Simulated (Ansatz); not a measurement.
Two isomers of AlH6NSi: A = `N[SiH2][AlH2]`, B = `[AlH2][NH][SiH3]`.

Isolated molecules relaxed with PBE0-D4/def2-TZVP in Ansatz; ΔE leaves out vibrations. CCSD(T)/CBS adds triple-zeta CCSD(T) − MP2 to the extrapolated MP2 energy (def2 sets, frozen cores). DFT in def2-TZVPP. B3LYP here is the variant with VWN-RPA as its local correlation; programs differ in this. One conformer a species, not always the lowest.

A:

```xyz
9

N     0.621   -1.195   -0.997
Si   -0.547    0.011   -0.578
Al   -0.006    0.935    1.634
H     1.589   -1.045   -0.763
H     0.541   -1.697   -1.868
H    -1.890   -0.640   -0.583
H    -0.676    1.133   -1.571
H    -1.072    1.778    2.460
H     1.441    0.719    2.265
```

B:

Z-matrix (Å, degrees):
```
Si
N 1 1.727
H 1 1.490 2 112.2
H 1 1.485 2 107.4 3 -119.7
H 1 1.490 2 112.2 3 120.6
Al 2 1.782 1 129.3 3 119.7
H 2 1.012 1 114.6 3 -60.3
H 6 1.583 2 117.4 1 180.0
H 6 1.580 2 118.1 1 0.0
```

Q: Which is lower in electronic energy at CCSD(T)/CBS, and by how much? (Estimate.)

A: Ansatz gave: B, by 28.2 kcal/mol.

Q: Give E(B) − E(A) in kcal/mol with PBE0-D4, HF/def2-TZVPP, CCSD/def2-TZVPP, LDA (SPW92), CCSD(T)/def2-TZVPP, B3LYP-D4, B2PLYP. (Estimate.)

A: The calculation gave: PBE0-D4 -24.4, HF/def2-TZVPP -29.7, CCSD/def2-TZVPP -28.5, LDA (SPW92) -24.5, CCSD(T)/def2-TZVPP -28.5, B3LYP-D4 -27.8, B2PLYP -29.0. None reverses the order clearly.

Q: Does the order hold for the free energy at 298.15 K (harmonic terms from PBE0-D4)? (Estimate.)

A: Ansatz gave: Yes: G(B) − G(A) = -28.3 kcal/mol, for one conformer each.

Largest T1 diagnostic: 0.011.

From PBE to PBE0 (25 % exact exchange), in def2-TZVPP and without D4, E(B) − E(A) moves by −0.9 kcal/mol. At CCSD(T), def2-SVP lies −2.2 kcal/mol from the extrapolated value and def2-TZVPP −0.3 kcal/mol.
